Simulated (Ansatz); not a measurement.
## Worked example: correlation energy of SbH4⁻, singlet

Geometry: displaced at random from a stationary point.

```tsv
atom	x (Å)	y (Å)	z (Å)
Sb	0.0261	0.0015	0.0004
H	-0.4912	0.0099	-1.9328
H	-1.1542	1.3021	0.0038
H	-1.0711	-1.4024	0.0220
H	-0.4346	-0.0969	1.8639
```

Basis def2-SVPD with its core potentials; Ansatz 0.2.0. Only valence electrons are correlated (noble-gas cores and the filled d shells of p-block atoms frozen), which leaves 10 electrons in 55 orbitals. Prefix R: restricted or restricted open-shell reference. No spin–orbit coupling is included; scalar relativity enters through the core potentials alone.

Full CI isn't at hand for all of this; RCCSDT(Q) serves as the reference, and is uncertain by about the last step of the cluster series.

Runs differ by some tens of microhartree through their thresholds, so steps under 0.03 kcal/mol mean nothing.

```tsv
level	total energy (hartree)
RHF	-241.475258
RMP2	-241.624928
RCCSD	-241.660571
RCCSD(T)	-241.665900
RCCSDT	-241.666937
RCCSDT(Q)	-241.667166
```

**Question.** What is the correlation energy at RCCSDT(Q), and what share of it do RMP2 and RCCSDT recover?

**Answer.** E(corr) = -241.667166 − (-241.475258) = -0.191908 hartree = -5.222 eV. RMP2: -0.149670 / -0.191908 = 77.99 %. RCCSDT: -0.191679 / -0.191908 = 99.88 %.

**Question.** By how many kcal/mol does RCCSD(T) miss RCCSDT(Q) (1 hartree = 627.509 kcal/mol), and which steps make up the rest?

**Answer.** -241.665900 − (-241.667166) = 0.001266 hartree = 0.79 kcal/mol. Steps: RCCSDT − RCCSD(T) = -0.65, RCCSDT(Q) − RCCSDT = -0.14 kcal/mol. That is within 1 kcal/mol of the reference in this basis, which itself misses far more of the correlation at the basis-set limit.
